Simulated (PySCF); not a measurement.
AlO⁺ at LDA

Computed with LDA; PySCF, spin-free X2C with a Gaussian nucleus, basis sets Al jorge-DZP-DKH, O jorge-DZP-DKH.

```
state                                                                                                             : ³Π (triplet), unpaired electrons σ ↑, π ↑
bond length                                                                                                       : 1.780 Å
harmonic wavenumber                                                                                               : 696 cm⁻¹
force constant                                                                                                    : 2.86 mdyn/Å
rotational constant Be                                                                                            : 0.5301 cm⁻¹
anharmonicity ωexe                                                                                                : 6.35 cm⁻¹
vibration–rotation constant αe                                                                                    : 0.00592 cm⁻¹
well depth De to Al⁺ + O                                                                                          : 1.90 eV
dissociation energy D0                                                                                            : 1.86 eV
bond order (Mayer)                                                                                                : 1.34
dipole moment (positive dipole points towards O; it is taken about the centre of mass and depends on that origin) : -4.37 D
```

For an ion De counts to the pair picked by the measured ionisation energies or electron affinities, which need not be the lowest pair at this level. Counting both spins, an empty level lies below a filled one in this solution, because spin and occupation are held. The state was picked by a PBE0 search and need not be the measured ground state.
